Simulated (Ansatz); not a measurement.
A nudged elastic band was laid between two geometries of ClH4NSi (7 atoms, charge 0, multiplicity 1).

All numbers below come from Ansatz 0.2.0, RKS LDA/6-31G*.

| Item | Value |
| --- | --- |
| movable images | 7 |
| climbing image | yes |
| spring | 5.0 eV/Å² |
| optimiser | quadratic models (default) |
| start path | through a guess of the saddle point |
| force threshold | 0.05 eV/Å |
| iteration limit | 60 |
| end points | relaxed |

Initial state:

```xyz
7
Properties=species:S:1:pos:R:3
Si 0.387 -0.008 0.117
N 0.825 -0.130 1.762
H 0.114 -0.334 2.467
H 1.567 0.464 2.139
H 1.646 0.021 -0.687
Cl -0.676 1.697 -0.433
H -0.505 -1.163 -0.202
```

Final state:

```xyz
7
Properties=species:S:1:pos:R:3
Si 0.125 -0.074 -0.607
N 1.122 -0.079 1.188
H 0.657 -0.643 1.913
H 1.098 0.911 1.485
H 2.103 -0.382 1.101
Cl -0.806 1.791 0.024
H -0.941 -0.977 0.058
```

**Question.** Which bonds break or form, and what moves?

**Answer.** Bonds broken: Si1–H5. Bonds formed: N2–H5.

**Question.** Give the energies along the band, and the barrier.

**Answer.** The forces met the threshold. The highest image is number 3 of 0 to 8, 2.61 eV above the first end and 1.40 eV above the last; the last end lies 1.22 eV above the first. A structure lower than the last end lies on the path between it and the top, so the climb from that side starts below the end, which may itself be a saddle point or a shallow side well. Neighbouring images differ by up to 1.2 eV, so the band resolves the path poorly. A vibrational analysis at the climbing image gives one clearly imaginary mode, 1347i cm⁻¹: a first-order saddle point. The orbitals stay closed-shell, which can raise the energy where a bond breaks towards radicals; this wasn't checked here.

```csv
image,path coordinate (Å),energy (eV),Si1–H5 (Å),N2–H5 (Å)
0,0.00,0.00,1.49,2.59
1,0.52,0.34,1.49,2.27
2,1.03,1.55,1.52,1.86
3,1.55,2.61,1.66,1.39
4,1.94,1.93,1.92,1.09
5,2.33,1.41,2.30,1.03
6,2.72,1.24,2.52,1.03
7,3.11,1.21,2.64,1.03
8,3.50,1.22,2.63,1.03
```

**Question.** What is the geometry of the highest image?

**Answer.** 
```xyz
7
Properties=species:S:1:pos:R:3:forces:R:3
Si 0.320 0.128 -0.256 -0.01 0.00 -0.01
N 0.925 -0.068 1.493 0.01 0.02 0.00
H 0.459 -0.578 2.264 0.00 -0.01 0.00
H 1.498 0.704 1.856 0.00 0.00 0.02
H 1.735 -0.411 0.421 -0.01 -0.01 -0.01
Cl -0.937 1.806 -0.383 0.00 0.00 0.00
H -0.642 -1.036 -0.231 0.00 0.00 0.00
```

The band took 14 iterations and roughly 100 core-seconds.

Run time: 100 s on 1 thread of Arm Neoverse V1, with other jobs on the host, peak memory 0.11 GiB.
